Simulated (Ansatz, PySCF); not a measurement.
Species: C2H4Cl, net charge 0, doublet state. SMILES: Cl[CH]C
Structure (B3LYP-D3(BJ)/def2-TZVP (Ansatz, a program for electronic structure) minimum search):
```
C
H 1 1.0912
H 1 1.0933 2 108.56
H 1 1.0987 2 107.78 3 -115.43
C 1 1.4786 2 109.97 4 -122.43
H 5 1.0789 1 123.97 2 25.15
Cl 5 1.7172 6 114.58 1 -163.45
```
Charge 0, spin multiplicity 2.

Wanted: atomisation energy, in kcal/mol. Set-up: non-relativistic; valence correlation only; atomisation electronic, to ground-state atoms; no spin-orbit coupling; 6-311+G** with 5d, 6d on Na to Ar in Ansatz; open shells spin-unrestricted; six Cartesian d functions in 6-31G* and its kin unless marked 5d; no dispersion term unless named; LANL2DZ with its own core potentials from Na on. Basis-set limits of correlation are two-point, X^-3; Hartree-Fock from the larger set. The bracket is a focal-point correction in the basis named. Ab initio and DFT rows: single points at B3LYP-D3(BJ) geometries (Ansatz).

Coupled cluster (Ansatz) is a level with limits of its own, used here on species with T1 under 0.025 (0.045 for open shells) and stable references: RI-MP2/CBS(cc-pV(T+d)Z,cc-pV(Q+d)Z)+[CCSD(T)-MP2]/cc-pV(T+d)Z.

Value to compare with, RI-MP2/CBS(cc-pV(T+d)Z,cc-pV(Q+d)Z)+[CCSD(T)-MP2]/cc-pV(T+d)Z (Ansatz): 586.4 kcal/mol.

```json
[
 {"level": "SVWN5/6-31G*", "program": "Ansatz", "atomisation energy (kcal/mol)": "673.8", "difference": "87.4"},
 {"level": "PBE/STO-3G", "program": "Ansatz", "atomisation energy (kcal/mol)": "710.1", "difference": "123.7"},
 {"level": "PBE/3-21G", "program": "Ansatz", "atomisation energy (kcal/mol)": "586.4", "difference": "0.0"},
 {"level": "PBE/6-31G*", "program": "Ansatz", "atomisation energy (kcal/mol)": "601.8", "difference": "15.4"},
 {"level": "PBE/def2-SVP", "program": "Ansatz", "atomisation energy (kcal/mol)": "603.8", "difference": "17.4"},
 {"level": "PBE/6-311+G**", "program": "Ansatz", "atomisation energy (kcal/mol)": "596.9", "difference": "10.5"},
 {"level": "BP86/6-31G* (5d)", "program": "PySCF", "atomisation energy (kcal/mol)": "606.4", "difference": "20.0"},
 {"level": "B3LYP/3-21G", "program": "Ansatz", "atomisation energy (kcal/mol)": "565.7", "difference": "-20.7"},
 {"level": "B3LYP/6-31G*", "program": "Ansatz", "atomisation energy (kcal/mol)": "584.2", "difference": "-2.2"},
 {"level": "B3LYP/6-31+G*", "program": "Ansatz", "atomisation energy (kcal/mol)": "579.7", "difference": "-6.7"},
 {"level": "B3LYP/def2-SVP", "program": "Ansatz", "atomisation energy (kcal/mol)": "586.6", "difference": "0.2"},
 {"level": "PBE0/6-311+G**", "program": "Ansatz", "atomisation energy (kcal/mol)": "589.1", "difference": "2.7"},
 {"level": "MP2/LANL2DZ", "program": "Ansatz", "atomisation energy (kcal/mol)": "483.1", "difference": "-103.3"},
 {"level": "PBE/def2-TZVPD", "program": "Ansatz", "atomisation energy (kcal/mol)": "601.3", "difference": "14.9"},
 {"level": "wB97M-V/def2-TZVPD", "program": "Ansatz", "atomisation energy (kcal/mol)": "588.6", "difference": "2.2"},
 {"level": "wB97X-V/def2-TZVPD", "program": "Ansatz", "atomisation energy (kcal/mol)": "588.4", "difference": "2.0"}
]
```

Among the 13 habitual levels, PBE/STO-3G lies farthest from RI-MP2/CBS(cc-pV(T+d)Z,cc-pV(Q+d)Z)+[CCSD(T)-MP2]/cc-pV(T+d)Z (Ansatz) (123.7 kcal/mol); 8 of 13 lie above it, and their mean absolute difference is 31.6 kcal/mol, the median 15.4. One case shows no general order.

The levels are drawn from those run, B3LYP/6-31G* more often than the rest, none by its result; runs whose electronic state is in doubt are left out.
